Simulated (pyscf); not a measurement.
Thermochemistry of product channels of `[OH][Si][OH]` [singlet] + `[ClH]` on the singlet surface, in kcal/mol, from ωB97M-D3(BJ)/def2-TZVP energies (ideal gas, 1 atm, RRHO with modes under 100 cm⁻¹ raised to 100, one conformer, R ln 2 for chiral ones without a mode under 150 cm⁻¹). Single points on ωB97X-D3(BJ)/def2-SVP structures (PySCF, gas phase).

| products | ΔE | ΔH(298 K) | ΔG(298 K) | ΔG(1200 K) |
|---|---|---|---|---|
| `[OH][SiH]([OH])[Cl]` | ? | -54.4 | -45.0 | -17.5 |
| `[O]=[Si]([OH])[Cl]` + `[H][H]` | ? | -9.3 | -7.4 | -2.9 |
| `[OH2]` + `[OH][Si][Cl]` [singlet] | +1.5 | +2.9 | +2.2 | +0.6 |

What belongs in the gaps?


- `[OH][SiH]([OH])[Cl]`, ΔE: -56.1
- `[O]=[Si]([OH])[Cl]` + `[H][H]`, ΔE: -6.7

These are energies of the channels, which say nothing of barriers.
